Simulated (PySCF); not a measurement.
dichloromethane (CH₂Cl₂), SMILES ClCCl.

Geometry: PBE0-D3(BJ)/def2-TZVP.

Level of theory: PBE0-D3(BJ)/def2-TZVP run with PySCF.

Frequencies are harmonic and unscaled.

Task: Give all harmonic wavenumbers and intensities. (An estimate is asked for; the answer gives what the named calculation found.)

Result: 
| mode | ν (cm⁻¹) | IR (km/mol) | Raman (Å⁴/amu) | depolarisation | moving atoms (share of kinetic energy) |
|---|---|---|---|---|---|
| 1 | 285 | 0.5 | 5.0 | 0.53 | Cl 87 %, C 11 % |
| 2 | 732 | 12.3 | 11.3 | 0.09 | C 63 %, Cl 29 % |
| 3 | 772 | 140.6 | 4.2 | 0.75 | C 72 %, Cl 23 % |
| 4 | 904 | 1.8 | 1.4 | 0.75 | H 72 %, C 26 % |
| 5 | 1179 | 0.0 | 4.2 | 0.75 | H 99 % |
| 6 | 1288 | 39.8 | 1.9 | 0.75 | H 90 %, C 9 % |
| 7 | 1461 | 0.2 | 9.2 | 0.74 | H 93 % |
| 8 | 3128 | 7.0 | 101.3 | 0.07 | H 95 % |
| 9 | 3205 | 0.0 | 55.6 | 0.75 | H 89 %, C 11 % |
